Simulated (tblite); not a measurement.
Start geometry of `C=NC=[N]` [radical] from a force field or distance geometry (Å):
```
atom  x, y, z in Å
C1     1.1328    0.2096    0.2839
N2     0.2401   -0.7273    0.3216
C3    -1.0821   -0.3648    0.0340
N4    -1.7005    0.4754    0.7961
H5     2.1405   -0.0656    0.5198
H6     0.8911    1.2353    0.0333
H7    -1.6186   -0.7577   -0.8448
```

Q: What comes out of this run: GFN2-xTB geometry optimisation, gas phase in tblite?

A: 
```
atom  x, y, z in Å
C1     1.152    0.220    0.257
N2     0.190   -0.574    0.315
C3    -1.143   -0.280    0.093
N4    -1.919    0.311    0.836
H5     2.131   -0.159    0.521
H6     1.086    1.264   -0.050
H7    -1.493   -0.777   -0.829
```

The energy falls by 7.6 kcal/mol over 38 L-BFGS steps, the largest force on an atom goes from 4.05 to 0.005 eV/Å, and the atoms move by 0.164 Å rms after alignment. The bond that changes most is C3=N4 (ends: carbon bonded to 2 N and H; nitrogen bonded to C), which shortens by 0.066 Å. Bonds longer at the end by more than 0.005 Å: 2 of 6; shorter: 3. Among the angles that change most is N2–C3–H7, from 122.1° to 110.1°. Among the dihedrals that turn most is C1–N2–C3–N4, from -63° to -75°. Rotational constants go from 26712, 6566, 5655 to 35831, 5815, 5338 MHz. The orientation of the end geometry is arbitrary; only internal coordinates are fixed.

On one thread, Arm Neoverse V2 (aarch64), shared host with 192 logical CPUs at a one-minute load of 79, this took under 0.1 s of wall time.

Its GFN2-xTB frequencies are all real (lowest 125 cm⁻¹).

One conformer stands for the species.

All values are computed, not measured.
